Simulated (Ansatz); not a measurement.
**Exact exchange and the vertical ionisation energy of CHClF2 (difluorochloromethane)**

CHClF2 has 5 atoms, charge 0, and is taken as a singlet. SMILES: `FC(F)Cl`. The shape is that of a PBE0-D4/def2-TZVP optimisation.

The vertical ionisation energy (to the doublet cation) y, in eV, basis 6-311+G(d,p); a is the functional's share of exact exchange. Programs: Ansatz 0.2.0.

| functional | program | a | y (eV) |
| --- | --- | --- | --- |
| PBE | Ansatz | 0 | 12.21 |
| revPBE | Ansatz | 0 | 12.15 |
| B3LYP | Ansatz | 0.2 | ? |
| PBE0 | Ansatz | 0.25 | 12.52 |
| r2SCAN0 | Ansatz | 0.25 | 12.57 |
| BHLYP | Ansatz | 0.5 | 12.55 |

Fit y = c + s·a to the known rows and predict B3LYP.


1. Means of the 5 rows: a = 0.2000, y = 12.400.
2. Σ(Δa)² = 0.175, Σ(Δa·Δy) = 0.1475, so the slope is 0.1475/0.175 = 0.84286.
3. Intercept: 12.400 − (0.84286) × 0.2000 = 12.231. The largest residual of the fit is 0.13.
4. B3LYP: 12.231 + (0.84286) × 0.2 = 12.40 eV.

The run gave 12.55 eV, so the prediction is off by -0.15 eV, about the scatter of the fit.
